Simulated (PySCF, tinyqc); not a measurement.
Inside a calculation. Method: G0W0 on RHF in the sto-3g basis, for LiH, spin multiplicity 1. The lowest restricted solution is unstable here: a spin-polarised one lies 0.0005 hartree lower (PySCF). One step of it, computed by the program tinyqc.

Task: Orthogonalisation. S = U s U^T; symmetric (Loewdin) form X = U s^(-1/2) U^T, so that X^T S X = 1.

overlap S, lower triangle:
```
,1Li 1s,1Li 2s,1Li 2px,1Li 2py,1Li 2pz,2H 1s
1Li 1s,1.000000
1Li 2s,0.241137,1.000000
1Li 2px,0.000000,0.000000,1.000000
1Li 2py,0.000000,0.000000,0.000000,1.000000
1Li 2pz,0.000000,0.000000,0.000000,0.000000,1.000000
2H 1s,0.023021,0.280763,0.000000,0.000000,0.401407,1.000000
```

Give: eigenvalues of S; X.

Result:

eigenvalues of S: 0.4942  0.8042  1.0000  1.0000  1.1821  1.5195

X, lower triangle:
```
,1Li 1s,1Li 2s,1Li 2px,1Li 2py,1Li 2pz,2H 1s
1Li 1s,1.0234
1Li 2s,-0.1299,1.0609
1Li 2px,0.0000,0.0000,1.0000
1Li 2py,0.0000,0.0000,0.0000,1.0000
1Li 2pz,-0.0066,0.0530,0.0000,0.0000,1.0738
2H 1s,0.0182,-0.1706,0.0000,0.0000,-0.2383,1.1105
```
